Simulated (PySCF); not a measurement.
# [BMeH3]-: geometry, NMR shifts, electronic excitations and spin-spin couplings

Wanted: the NMR shifts, electronic excitations and spin-spin couplings of [BMeH3]- (`[H][B-]([H])([H])C`), by calculation.

Computed with PySCF 2.14.0, with density-fitted response routines of our own, on a single molecule in the gas phase. Atoms are numbered from 0 throughout.

## Step 1: The molecule as given

8 atoms, charge -1, multiplicity 1; geometry from: GFN2-xTB.

Bonds of the start (Å): B0–C1 1.65, B0–H5 1.23, B0–H6 1.23, B0–H7 1.23, C1–H2 1.10, C1–H3 1.10, C1–H4 1.10.

## Step 2: Relaxing the molecule at PBE0-D3(BJ)/def2-SVP

What the job is given:

```
{"job": {"xc": "PBE0", "basis": "def2-SVP", "d3": "d3bj", "grid": 1, "maxiter": 40, "kind": "geom"}, "charge": -1, "multiplicity": 1}
B     -0.002120     0.003030    -0.820260
C      0.002160    -0.002850     0.828840
H     -1.010180     0.041900     1.245300
H      0.550190     0.849940     1.244930
H      0.469650    -0.905360     1.238890
H      1.151450    -0.035240    -1.249110
H     -0.546150     1.024230    -1.240270
H     -0.615010    -0.975650    -1.248310
```

Log:

```text
step   0  E = -66.42580604  max force = 0.011015
step   1  E = -66.42684050  max force = 0.003561
step   2  E = -66.42687051  max force = 0.001064
step   3  E = -66.42687338  max force = 0.000115
optimisation converged
```

Run time: 3.1 s. Hardware: 1 thread, shared host.

Relaxation path:

```csv
step,energy from step 0 (eV),largest force component (eV/Å)
0,0.0000,0.5664
1,-0.0281,0.1831
2,-0.0290,0.0547
3,-0.0290,0.0059
```

Distances of close pairs at the start and the end, largest changes first:

```csv
bond,before (Å),after (Å),change (Å)
B0–H6,1.231,1.257,+0.026
B0–H5,1.231,1.257,+0.026
B0–H7,1.232,1.257,+0.026
C1–H2,1.096,1.110,+0.014
C1–H3,1.096,1.110,+0.014
C1–H4,1.096,1.110,+0.014
B0–C1,1.649,1.646,-0.003
```

The end geometry stands in the next job.

```csv
at the end point,value
point group (found at 0.08 Å tolerance),C3v
"rotational constants (GHz, main isotopes)","68.848, 17.512, 17.512"
```

## Step 3: Nuclear shieldings: PBE0/pcSseg-1

What the job is given:

```
{"job": {"kind": "nmr", "xc": "PBE0", "basis": "pcSseg-1"}, "charge": -1, "multiplicity": 1}
B     -0.002576     0.002893    -0.817137
C      0.002618    -0.002954     0.828995
H     -1.017930     0.041198     1.262782
H      0.554387     0.857744     1.260670
H      0.475337    -0.912290     1.254679
H      1.170581    -0.038524    -1.267183
H     -0.553964     1.043192    -1.257927
H     -0.628463    -0.991259    -1.264869
```

Level: GIAO PBE0/pcSseg-1 NMR shielding, non-relativistic, gas phase.

Log:

```text
coarse grid: 5896 points
cycle   1  E = -66.3629554933  dE = -2.239e-01  |g| = 5.035e-01  |ddm| = 2.096e+00
cycle   2  E = -66.3398791768  dE =  2.308e-02  |g| = 6.015e-01  |ddm| = 1.435e+00
cycle   3  E = -66.4564019357  dE = -1.165e-01  |g| = 3.935e-02  |ddm| = 7.277e-01
cycle   4  E = -66.4568037690  dE = -4.018e-04  |g| = 1.565e-02  |ddm| = 4.908e-02
cycle   5  E = -66.4568695781  dE = -6.581e-05  |g| = 1.532e-03  |ddm| = 1.350e-02
cycle   6  E = -66.4568702458  dE = -6.678e-07  |g| = 9.958e-05  |ddm| = 2.024e-03
final grid: 54648 points
cycle   7  E = -66.4683514039  dE = -9.747e-06  |g| = 4.654e-03  |ddm| = 1.116e-02
cycle   8  E = -66.4683482918  dE =  3.112e-06  |g| = 5.766e-03  |ddm| = 9.731e-03
cycle   9  E = -66.4683575820  dE = -9.290e-06  |g| = 1.569e-04  |ddm| = 5.204e-03
cycle  10  E = -66.4683575885  dE = -6.458e-09  |g| = 6.128e-05  |ddm| = 2.009e-04
cycle  11  E = -66.4683575896  dE = -1.145e-09  |g| = 3.303e-06  |ddm| = 6.437e-05
cycle  12  E = -66.4683575896  dE = -3.752e-12  |g| = 6.128e-07  |ddm| = 6.309e-06
converged SCF energy = -66.4683575896

GIAO shielding tensors (ppm)
atom      isotropic    diamagn.    paramagn.     s11        s22        s33       span
  0 B      137.792     183.393     -45.601    131.545    131.548    150.282     18.737
  1 C      180.160     244.575     -64.415    179.158    179.167    182.156      2.999
  2 H       31.803      30.497       1.307     28.456     29.710     37.244      8.788
  3 H       31.803      30.497       1.306     28.456     29.711     37.244      8.789
  4 H       31.804      30.497       1.306     28.456     29.711     37.245      8.789
  5 H       30.460      29.238       1.222     28.427     29.372     33.581      5.153
  6 H       30.460      29.238       1.222     28.427     29.372     33.581      5.154
  7 H       30.460      29.238       1.222     28.427     29.372     33.581      5.154
```

Wall time 2.5 s (1 thread, shared host).

Shifts follow as δ = σ(reference) − σ, with reference shieldings (ppm) from runs at the same level and on the same kind of geometry: 1H TMS 31.27, 13C TMS 184.4, 11B BF3·OEt2 100.7. The references are single molecules in the gas phase. Atoms listed in one row are averaged.

```csv
atoms,environment,σ (ppm),δ (ppm)
C1,"carbon bonded to B, 3 H",180.2,4.2
"H5, H6, H7",hydrogen on a boron bonded to C,30.46,0.81
"H2, H3, H4",hydrogen on a carbon bonded to B,31.80,-0.54
B0,"boron bonded to C, 3 H",137.8,-37.1
```

The run also stored atomic charges by several schemes (e):

```csv
atoms,Mulliken,IAO,Hirshfeld,ESP fit
B0,-0.06,-0.48,-0.20,0.28
C1,-0.47,-0.51,-0.23,-0.09
```

Mayer bond orders: B0–C1 0.92.

## Step 4: Excited states and response: PBE0/def2-SVPD

Same as in step 3 but for these lines:

```diff
@@ -1,2 +1,2 @@
-{"job": {"kind": "nmr", "xc": "PBE0", "basis": "pcSseg-1"}, "charge": -1, "multiplicity": 1}
+{"job": {"kind": "uv", "xc": "PBE0", "basis": "def2-SVPD", "ip": false, "nstates": 10}, "charge": -1, "multiplicity": 1}
 B     -0.002576     0.002893    -0.817137
```

Method: TDDFT PBE0/def2-SVPD, vertical, gas phase, core orbitals frozen in the response.

Log:

```text
coarse grid: 5896 points
cycle   1  E = -66.3293372557  dE = -2.392e-01  |g| = 4.890e-01  |ddm| = 2.683e+00
cycle   2  E = -66.2892440856  dE =  4.009e-02  |g| = 6.274e-01  |ddm| = 2.135e+00
cycle   3  E = -66.4219731386  dE = -1.327e-01  |g| = 3.679e-02  |ddm| = 1.389e+00
cycle   4  E = -66.4223004962  dE = -3.274e-04  |g| = 1.887e-02  |ddm| = 6.987e-02
cycle   5  E = -66.4224042551  dE = -1.038e-04  |g| = 1.997e-03  |ddm| = 3.424e-02
cycle   6  E = -66.4224054981  dE = -1.243e-06  |g| = 1.611e-04  |ddm| = 4.879e-03
final grid: 54648 points
cycle   7  E = -66.4337421631  dE = -1.070e-05  |g| = 4.549e-03  |ddm| = 6.523e-02
cycle   8  E = -66.4337385734  dE =  3.590e-06  |g| = 5.776e-03  |ddm| = 1.306e-02
cycle   9  E = -66.4337482209  dE = -9.647e-06  |g| = 1.072e-04  |ddm| = 6.926e-03
cycle  10  E = -66.4337482234  dE = -2.510e-09  |g| = 5.943e-05  |ddm| = 3.406e-04
cycle  11  E = -66.4337482245  dE = -1.166e-09  |g| = 4.575e-06  |ddm| = 1.292e-04
cycle  12  E = -66.4337482246  dE = -8.384e-12  |g| = 7.301e-07  |ddm| = 1.335e-05
converged SCF energy = -66.4337482246

Static polarisability (au): isotropic 48.345, principal 46.227 46.228 52.579

Singlet excitations
state   eV       nm        f      main configurations
  1   5.5196    224.6   0.03173   H->L 0.99
  2   5.5202    224.6   0.03175   H-1->L 0.99
  3   6.1799    200.6   0.00261   H-2->L 0.97
  4   6.2988    196.8   0.03453   H->L+1 0.99
  5   6.2994    196.8   0.03454   H-1->L+1 0.99
  6   6.8600    180.7   0.23486   H-2->L+1 0.98
  7   7.9339    156.3   0.00002   H->L+3 0.28, H-1->L+2 0.28, H->L+5 0.11
  8   8.0452    154.1   0.00076   H->L+3 0.29, H-1->L+2 0.28, H->L+2 0.21
  9   8.0455    154.1   0.00076   H->L+2 0.29, H-1->L+3 0.28, H-1->L+2 0.21
 10   8.0871    153.3   0.04319   H-1->L+3 0.29, H->L+2 0.28, H->L+4 0.10

Triplet excitations (Tamm-Dancoff, eV): 5.3420 5.3426 5.9159 6.1726
```

Run time: 2.9 s. Hardware: 1 thread, shared host.

The orbitals next to the gap, with their largest atomic shares:

```csv
orbital,eV,atoms
HOMO−3,-5.32,"C1 46 %, H2 24 %, H3 12 %"
HOMO−2,-2.32,"C1 38 %, B0 33 %, H5 6 %"
HOMO−1,-1.71,"B0 39 %, H6 22 %, H7 22 %"
HOMO,-1.71,"B0 39 %, H5 28 %, H7 10 %"
LUMO,4.92,"B0 65 %, C1 11 %, H4 5 %"
LUMO+1,5.65,"C1 31 %, B0 15 %, H2 12 %"
LUMO+2,7.52,"H4 31 %, H2 29 %, B0 16 %"
```

With each of the 10 states as a Gaussian band of 0.4 eV half-width at 1/e, the curve within the window shown has maxima at 224 nm (ε 2,600), 182 nm (ε 9,900), 154 nm (ε 1,800) L/(mol cm). Beyond the last state computed it falls off for lack of states. The curve at chosen wavelengths:

```tsv
nm	ε (L/mol/cm)
148	1026
152	1739
156	1637
160	986
165	864
169	2263
173	5171
177	8357
181	9916
185	9234
190	6892
194	5220
198	4016
202	3117
206	2478
210	2178
215	2265
219	2500
223	2645
227	2565
231	2254
235	1798
240	1196
244	788
248	484
252	278
```

Further results of this job:

```csv
property,computed
polarisability (Å³),7.16
HOMO–LUMO gap (eV),6.63
−ε(HOMO) (eV),1.71
```

## Step 5: Indirect couplings: B3LYP/pcJ-1

Same as in step 4 but for these lines:

```diff
@@ -1,2 +1,2 @@
-{"job": {"kind": "uv", "xc": "PBE0", "basis": "def2-SVPD", "ip": false, "nstates": 10}, "charge": -1, "multiplicity": 1}
+{"job": {"kind": "j", "xc": "B3LYP", "basis": "pcJ-1"}, "charge": -1, "multiplicity": 1}
 B     -0.002576     0.002893    -0.817137
```

Level: B3LYP/pcJ-1 indirect spin-spin coupling, non-relativistic, gas phase.

Log:

```text
coarse grid: 5896 points
cycle   1  E = -66.4723027639  dE = -2.387e-01  |g| = 5.455e-01  |ddm| = 1.857e+00
cycle   2  E = -66.4106622244  dE =  6.164e-02  |g| = 7.215e-01  |ddm| = 1.571e+00
cycle   3  E = -66.5782430080  dE = -1.676e-01  |g| = 4.620e-02  |ddm| = 8.820e-01
cycle   4  E = -66.5786913369  dE = -4.483e-04  |g| = 2.559e-02  |ddm| = 6.269e-02
cycle   5  E = -66.5788691939  dE = -1.779e-04  |g| = 2.114e-03  |ddm| = 2.145e-02
cycle   6  E = -66.5788703387  dE = -1.145e-06  |g| = 1.767e-04  |ddm| = 2.456e-03
final grid: 54648 points
cycle   7  E = -66.5936094296  dE = -3.352e-05  |g| = 3.453e-03  |ddm| = 8.333e-03
cycle   8  E = -66.5936077960  dE =  1.634e-06  |g| = 4.113e-03  |ddm| = 5.105e-03
cycle   9  E = -66.5936120034  dE = -4.207e-06  |g| = 3.117e-04  |ddm| = 3.139e-03
cycle  10  E = -66.5936120221  dE = -1.871e-08  |g| = 1.370e-04  |ddm| = 4.134e-04
cycle  11  E = -66.5936120283  dE = -6.238e-09  |g| = 1.293e-05  |ddm| = 1.573e-04
cycle  12  E = -66.5936120284  dE = -4.557e-11  |g| = 1.553e-06  |ddm| = 1.307e-05
converged SCF energy = -66.5936120284

Indirect spin-spin couplings (Hz)
  i      j    bonds     total        FC       PSO       DSO        SD
  0 B    1 C    1     45.735    45.349    -0.315     0.110     0.590
  0 B    2 H    2     -4.464    -4.492     0.329    -0.406     0.105
  0 B    3 H    2     -4.466    -4.494     0.329    -0.406     0.105
  0 B    4 H    2     -4.465    -4.493     0.329    -0.406     0.105
  0 B    5 H    1     87.430    86.771     0.064     0.503     0.091
  0 B    6 H    1     87.436    86.777     0.064     0.503     0.091
  0 B    7 H    1     87.430    86.772     0.064     0.503     0.091
  1 C    2 H    1    115.887   113.188     2.008     0.415     0.275
  1 C    3 H    1    115.895   113.196     2.008     0.415     0.276
  1 C    4 H    1    115.906   113.207     2.008     0.415     0.276
  1 C    5 H    2     -0.817    -0.846     0.094    -0.139     0.075
  1 C    6 H    2     -0.818    -0.847     0.094    -0.139     0.075
  1 C    7 H    2     -0.818    -0.847     0.094    -0.139     0.075
  2 H    3 H    2    -12.076   -12.536     2.813    -2.612     0.258
  2 H    4 H    2    -12.074   -12.533     2.814    -2.613     0.258
  2 H    5 H    3     14.440    14.593     1.970    -2.109    -0.014
  2 H    6 H    3      3.795     3.823     0.498    -0.596     0.070
  2 H    7 H    3      3.623     3.654     0.513    -0.612     0.068
  3 H    4 H    2    -12.065   -12.524     2.814    -2.613     0.258
  3 H    5 H    3      3.794     3.822     0.498    -0.596     0.070
  3 H    6 H    3      3.621     3.652     0.513    -0.612     0.068
  3 H    7 H    3     14.438    14.591     1.970    -2.109    -0.014
  4 H    5 H    3      3.622     3.653     0.513    -0.612     0.068
  4 H    6 H    3     14.438    14.591     1.970    -2.109    -0.014
  4 H    7 H    3      3.793     3.821     0.498    -0.596     0.070
  5 H    6 H    2     -9.413    -9.484     1.211    -1.190     0.049
  5 H    7 H    2     -9.411    -9.482     1.211    -1.190     0.049
  6 H    7 H    2     -9.407    -9.478     1.212    -1.190     0.049
```

Run time: 4.7 s. Hardware: 1 thread, shared host.

Couplings of 1 Hz or more, nine at most for each number of bonds, with means over like pairs (isotopes 11B, 13C, 1H):

```csv
pair,bonds,J (Hz),Fermi contact (Hz)
C1–H2,1,115.9,113.2
B0–H5,1,87.4,86.8
B0–C1,1,45.7,45.3
H2–H3,2,-12.1,-12.5
H5–H6,2,-9.4,-9.5
B0–H2,2,-4.5,-4.5
H2–H5,3,7.3,7.4
```

## Step 6: Nuclear shieldings: KT2/pcSseg-1

Same as in step 5 but for these lines:

```diff
@@ -1,2 +1,2 @@
-{"job": {"kind": "j", "xc": "B3LYP", "basis": "pcJ-1"}, "charge": -1, "multiplicity": 1}
+{"job": {"kind": "nmr", "xc": "KT2", "basis": "pcSseg-1", "pop": false}, "charge": -1, "multiplicity": 1}
 B     -0.002576     0.002893    -0.817137
```

Level: GIAO KT2/pcSseg-1 NMR shielding, non-relativistic, gas phase.

Log:

```text
coarse grid: 5896 points
cycle   1  E = -67.6080056713  dE = -1.880e-01  |g| = 5.957e-01  |ddm| = 2.141e+00
cycle   2  E = -67.4234282773  dE =  1.846e-01  |g| = 9.578e-01  |ddm| = 2.247e+00
cycle   3  E = -67.7403291645  dE = -3.169e-01  |g| = 5.982e-02  |ddm| = 1.526e+00
cycle   4  E = -67.7411345103  dE = -8.053e-04  |g| = 3.359e-02  |ddm| = 9.785e-02
cycle   5  E = -67.7414652942  dE = -3.308e-04  |g| = 4.179e-03  |ddm| = 3.520e-02
cycle   6  E = -67.7414706410  dE = -5.347e-06  |g| = 4.783e-04  |ddm| = 6.155e-03
final grid: 54648 points
cycle   7  E = -67.7391969212  dE = -3.416e-05  |g| = 9.790e-03  |ddm| = 2.115e-02
cycle   8  E = -67.7391512580  dE =  4.566e-05  |g| = 1.575e-02  |ddm| = 2.667e-02
cycle   9  E = -67.7392247259  dE = -7.347e-05  |g| = 5.494e-04  |ddm| = 1.678e-02
cycle  10  E = -67.7392248051  dE = -7.922e-08  |g| = 1.895e-04  |ddm| = 7.519e-04
cycle  11  E = -67.7392248170  dE = -1.188e-08  |g| = 3.247e-05  |ddm| = 2.300e-04
cycle  12  E = -67.7392248172  dE = -2.898e-10  |g| = 1.519e-06  |ddm| = 3.658e-05
converged SCF energy = -67.7392248172

GIAO shielding tensors (ppm)
atom      isotropic    diamagn.    paramagn.     s11        s22        s33       span
  0 B      136.695     186.472     -49.777    129.710    129.712    150.663     20.954
  1 C      178.924     244.539     -65.615    177.404    177.413    181.953      4.549
  2 H       31.654      30.567       1.087     28.361     29.723     36.879      8.518
  3 H       31.654      30.567       1.087     28.360     29.724     36.879      8.519
  4 H       31.655      30.568       1.087     28.361     29.724     36.880      8.519
  5 H       30.293      29.562       0.731     28.372     29.218     33.290      4.918
  6 H       30.294      29.562       0.731     28.372     29.218     33.290      4.918
  7 H       30.293      29.562       0.731     28.372     29.218     33.290      4.918
```

Run time: 2.4 s. Hardware: 1 thread, shared host.

Key values: δ C1 4.3, B0 -36.8, H5 0.89, H2 -0.48 ppm (means over like atoms).

## Step 7: Side by side: NMR shifts

Shifts (ppm), means over like atoms, with basis size and wall time:

```csv
run,C1,H5,H2,B0,functions,time
PBE0/pcSseg-1,4.2,0.81,-0.54,-37.1,64,2.5 s
KT2/pcSseg-1,4.3,0.89,-0.48,-36.8,64,2.4 s
```

## Step 8: Outcome

```
                                                              quantity                        value
                                                           point group                          C3v
                                  rotational constants (main isotopes)      68.85, 17.51, 17.51 GHz
                                13C shifts against TMS (PBE0/pcSseg-1)                      4.2 ppm
1H shifts against TMS (PBE0/pcSseg-1, means over atoms taken as alike)              0.81, -0.54 ppm
                           11B shifts against BF3·OEt2 (PBE0/pcSseg-1)                    -37.1 ppm
                                       lowest singlet (PBE0/def2-SVPD)  5.52 eV (225 nm), f = 0.032
                              brightest single state of those computed  state 6, 6.86 eV, f = 0.235
                                                        lowest triplet                      5.34 eV
                           largest coupling of the table (B3LYP/pcJ-1)      1J(C,H) C1–H2, 115.9 Hz
                                              range of the shift of B0           -37.1 to -36.8 ppm
```

In words: The optimisation took 3 steps and gained 0.029 eV; among the close pairs (by a distance rule), B0–H6 changed most, from 1.231 to 1.257 Å. No frequency check was run at this level, so the end point may be a saddle. At PBE0/pcSseg-1: The largest span, 19 ppm, is at B0, where the paramagnetic term is -46 ppm. The first singlet state (HOMO→LUMO 0.99) lies at 5.52 eV and is weak; of the 10 states computed, the strongest absorption comes from state 6 at 6.86 eV. The lowest triplet lies 0.18 eV below the lowest singlet (triplets in Tamm-Dancoff, singlets in full TDDFT). The lowest singlet lies above −ε(HOMO); no detachment energy was computed, so the anion's states may not be bound. In the run at B3LYP/pcJ-1, the largest coupling of the table is C1–H2 (mean over like pairs), 115.9 Hz, of which the Fermi-contact term gives 113.2 Hz. In ppm, B0 moves most: its shift spreads over 0.3 ppm, from -37.1 (PBE0/pcSseg-1) to -36.8 (KT2/pcSseg-1).
